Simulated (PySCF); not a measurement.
**Reproducing measurements on C3H5Cl**

**The experiment to reproduce.**

NIST CCCBDB Release 22 (SRD 101), experimental dipoles lists, for the gas: dipole moment (dielectric constant and refractivity) 1.97 D.

The results are set against them at the end.

Compound: C3H5Cl.
Atom-mapped SMILES: `[CH3:1]/[CH:2]=[CH:3]/[Cl:4]` (hydrogens: H5, H6, H7 on C1; H8 on C2; H9 on C3)

Geometry (GFN2-xTB, Å), atoms numbered from 1 in this order:
```
atom  x, y, z in Å
C1    -1.198    0.030    0.008
C2     0.212   -0.454    0.051
C3     1.259    0.343   -0.059
Cl4    2.882   -0.234   -0.007
H5    -1.238    1.109   -0.119
H6    -1.712   -0.238    0.930
H7    -1.729   -0.444   -0.817
H8     0.350   -1.518    0.178
H9     1.187    1.412   -0.188
```

The PySCF runs (gas phase, on this GFN2-xTB geometry; no spin–orbit coupling):

```tsv
level	job	basis functions	wall time
PBE0/pcSseg-1	shieldings, charges and field gradients	100	6.8 s
LC-wPBE/pcSseg-2, level shift 0.1 Eh, energy threshold 1e-06 Eh	shieldings, charges and field gradients	221	27 s
wB97X/aug-pcSseg-1, grid level 4, level shift 0.3 Eh	shieldings	156	28 s
PBE0/def2-TZVPP, grid level 3, energy threshold 1e-07 Eh	shieldings, density and orbital grids written	205	19 s
PBE0/pcseg-1	shieldings, charges and field gradients	85	4.4 s
CAM-B3LYP/def2-SVPD	8 singlets by full TDDFT, 3 Tamm–Dancoff triplets, polarisability	127	9.6 s
PBE0/def2-SVPD, grid level 1	1 singlet by full TDDFT, 5 Tamm–Dancoff triplets, polarisability, density and orbital grids written	127	7.2 s
```

Hardware: one thread of an Arm Neoverse V1, on a shared host.

Results beside the measurements:

**Dipole moment.** Measured: 1.97 D (NIST CCCBDB Release 22 (SRD 101), experimental dipoles).

```json
{"level": "PBE0/pcSseg-1", "computed (D)": "2.03", "computed − measured (D)": "+0.06", "% (from the printed values)": "+3"}
{"level": "LC-wPBE/pcSseg-2", "computed (D)": "2.07", "computed − measured (D)": "+0.10", "% (from the printed values)": "+5"}
{"level": "wB97X/aug-pcSseg-1", "computed (D)": "2.08", "computed − measured (D)": "+0.11", "% (from the printed values)": "+6"}
{"level": "PBE0/def2-TZVPP", "computed (D)": "1.92", "computed − measured (D)": "-0.05", "% (from the printed values)": "-3"}
{"level": "PBE0/pcseg-1", "computed (D)": "2.07", "computed − measured (D)": "+0.10", "% (from the printed values)": "+5"}
{"level": "CAM-B3LYP/def2-SVPD", "computed (D)": "2.04", "computed − measured (D)": "+0.07", "% (from the printed values)": "+4"}
{"level": "PBE0/def2-SVPD", "computed (D)": "2.03", "computed − measured (D)": "+0.06", "% (from the printed values)": "+3"}
```

Closest is PBE0/def2-TZVPP (-0.05 D), furthest wB97X/aug-pcSseg-1 (+0.11 D); one molecule doesn't rank methods. The computed dipoles belong to one fixed geometry; measured ones are averaged over vibrations unless marked μe. Magnitudes are compared, not signs.

No measured geometry was used, and the causes of the misses weren't examined.
